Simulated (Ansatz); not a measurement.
# BH₂+ (singlet): wave-function methods side by side at distance B1–H2 = 1.449 Å, aug-cc-pVTZ

Aim: climb from Hartree-Fock through coupled cluster and multireference methods for BH₂+ (singlet) at one geometry and basis, and see what each rung misses.

The runs use Ansatz 0.2.0, Gaussian basis; aug-cc-pVTZ, core rule «outside noble gas», up to 1 orbitals frozen.

Plan: UHF; CCSD(T) on RHF; BCCD(T) on RHF; CCSDT(Q) on RHF; CASSCF and NEVPT2, 4 electrons in 6 orbitals; Full CI.

18 further runs of the same task are left out: 11 that didn't finish, 7 set aside as unsound or not needed.

## (1) What is computed

The geometry derives from a PBE0/def2-TZVP stationary point (not a proven minimum). One bond is set to the value named and the two fragments are kept rigid.

3 atoms, charge 1, spin multiplicity 1.

Atoms are counted from 1 here; the program's logs count them from 0.

Bond lengths: B1–H2 1.449 Å, B1–H3 1.179 Å. Angles: H2–B1–H3 180.0°.

## (2) UHF

in.yaml

```yaml
crystal:
  periodic: [false, false, false]
  atoms:
    - {symbol: B, position_ang: [0.000000, 0.000000, 0.089940]}
    - {symbol: H, position_ang: [0.000000, 0.000000, -1.359060]}
    - {symbol: H, position_ang: [0.000000, 0.000000, 1.269121]}
basis:
  gaussian: {orbitals: aug-cc-pVTZ}
total_charge: 1
magnetization: {spin_polarized: true, initial_magnetization: 0}
hamiltonian: {xc: hf}
output: {orbitals: {seedname: orbitals}}
```

Launch:

```bash
$ ansatz run in.yaml --threads 1 --pin off --events-out ev --progress --plain --max-ram 2393MiB
```

Further steps of the session: CCSD(T) on RHF; BCCD(T) on RHF; CCSDT(Q) on RHF; CASSCF and NEVPT2, 4 electrons in 6 orbitals; Full CI.

Q: Predict the results of all the runs planned. Wanted: FCI below the RHF energy; RMP2 from FCI; RCCSD from FCI; RCCSD(T) from FCI; RCCSDT(Q) from FCI; NEVPT2 valence from FCI; T1 diagnostic; effectively unpaired electrons.

**Answer**, as computed:

```
                         quantity                                        value
         FCI below the RHF energy                                   -2.4672 eV
                    RMP2 from FCI                                   +539.7 meV
                   RCCSD from FCI                                    +41.8 meV
                RCCSD(T) from FCI                                     +9.7 meV
               RCCSDT(Q) from FCI                                     +0.2 meV
          NEVPT2 valence from FCI                                   +357.8 meV
levels within 1 kcal/mol (43 meV)  RCCSD, RCCSD(T), BCCD(T), RCCSDT, RCCSDT(Q)
                    T1 diagnostic                                        0.007
   effectively unpaired electrons                                         0.03
```

**Reading.** RCCSD(T) lands +9.7 meV from the yardstick (0.4 % of the correlation energy). One determinant dominates. These misses are within one basis, not against nature.
